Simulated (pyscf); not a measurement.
One substitution at O on the doublet surface with elements of a group swapped. ωB97M-D3(BJ)/def2-TZVP, eV, from the separated reactants. Single points on ωB97X-D3(BJ)/def2-SVP structures (PySCF, gas phase).

```tsv
step	barrier	reaction energy	imaginary mode (i cm⁻¹)
`[OH][Si]([F])([F])[F]` + `[H]` [doublet] → `[F][Si]([F])[F]` [doublet] + `[OH2]`	1.48	+0.86	1860
`[OH][Ge]([F])([F])[F]` + `[H]` [doublet] -> `[F][Ge]([F])[F]` [doublet] + `[OH2]`	(withheld)	(withheld)	1750
```

Task: Fill in the missing entries.

Result: 
- `[OH][Ge]([F])([F])[F]` + `[H]` [doublet] -> `[F][Ge]([F])[F]` [doublet] + `[OH2]`, barrier: 0.74
- `[OH][Ge]([F])([F])[F]` + `[H]` [doublet] -> `[F][Ge]([F])[F]` [doublet] + `[OH2]`, reaction energy: -0.68

Row 1: On the product side the descent ends in a complex, 0.32 eV under the separated species and 1.08 eV under the saddle at ωB97X-D3(BJ)/def2-TZVP. Row 2: On the product side the descent ends in a complex (not fully relaxed), 0.33 eV under the separated species and 1.72 eV under the saddle at ωB97X-D3(BJ)/def2-TZVP. Each row is the saddle that its search found. Elements up to Kr have no core potential and no relativistic terms here.
